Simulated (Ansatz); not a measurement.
Working through a rigid scan of one bond length of C2H6S (charge +1), SMILES C[S+]C

Computed with Ansatz's Python interface.

The script reads `c2h6s.xyz`:
```text
9

C     1.28230    0.33320    0.18790
S     0.04470    0.57030   -1.12620
C    -1.28030   -0.30760   -0.23840
H     1.45550   -0.74980    0.35850
H     2.23670    0.80430   -0.12450
H     0.93710    0.81110    1.12830
H    -0.98010   -1.35890   -0.04660
H    -2.19760   -0.30460   -0.86220
H    -1.49850    0.20210    0.72320
```

At the Python prompt:
```pycon
>>> import warnings
>>> import ansatz
>>> import numpy as np
>>> warnings.simplefilter('ignore', ansatz.DeckWarning)
>>> c2h6s = ansatz.Crystal.molecule_from_extxyz('c2h6s.xyz')
>>> symbols = [site.symbol for site in c2h6s.cartesian_sites]
>>> start = np.array([site.position_ang for site in c2h6s.cartesian_sites])
>>> axis = (start[5] - start[0]) / np.linalg.norm(start[5] - start[0])
>>> moving = [5]
>>> lengths, energies = [0.977, 1.021, 1.066, 1.11, 1.154, 1.199, 1.243, 1.31], []
>>> for length in lengths:
...     xyz = start.copy()
...     xyz[moving] += (length - np.linalg.norm(start[5] - start[0])) * axis
...     point = ansatz.Crystal.molecule()
...     for symbol, place in zip(symbols, xyz):
...         point = point.atom(symbol, place.tolist())
...     setup = point.calculation()
...     setup = setup.basis(gaussian='6-31G*')
...     setup = setup.functional('pbe0')
...     setup = setup.charge(1)
...     setup = setup.spin('collinear', total=1)
...     data = setup.run().report
...     energies.append(data['free_energy_ev'])
...     print(f'r = {length:6.3f} A  E = {energies[-1]:.5f} eV  <S^2> = {abs(data["mean_field"]["state"]["spin_squared"]):.3f}')
...
r =  0.977 A  E = -12991.33796 eV  <S^2> = 0.755
r =  1.021 A  E = -12991.53286 eV  <S^2> = 0.754
r =  1.066 A  E = -12991.62790 eV  <S^2> = 0.754
r =  1.110 A  E = -12991.64143 eV  <S^2> = 0.754
r =  1.154 A  E = -12991.59417 eV  <S^2> = 0.755
r =  1.199 A  E = -12991.49752 eV  <S^2> = 0.755
r =  1.243 A  E = -12991.36713 eV  <S^2> = 0.755
r =  1.310 A  E = -12991.12007 eV  <S^2> = 0.755
>>> fit = np.polynomial.Polynomial.fit(lengths, np.array(energies) - min(energies), 4).convert()
>>> roots = [r.real for r in fit.deriv().roots() if abs(r.imag) < 1e-9 and fit.deriv(2)(r.real) > 0]
>>> r_e = min(roots, key=lambda r: abs(r - lengths[int(np.argmin(energies))]))
>>> print(f'minimum of the fit at {r_e:.4f} A, force constant {fit.deriv(2)(r_e):.2f} eV/A^2')
minimum of the fit at 1.0963 A, force constant 34.10 eV/A^2
```

Reading the output:
- Total energies depend on the basis set; only differences at equal settings carry meaning.
- The rest of the molecule is held rigid at a force-field or estimated start geometry, and the basis set is modest; single-reference methods fail as a bond breaks.
- The species is open-shell (spin multiplicity 2).
- For an odd-electron ion, approximate functionals spread the charge over both fragments and lower the stretched end too much.
- Run time: 19 s on 1 thread of Arm Neoverse V2, with other jobs on the host, peak memory 0.22 GiB.
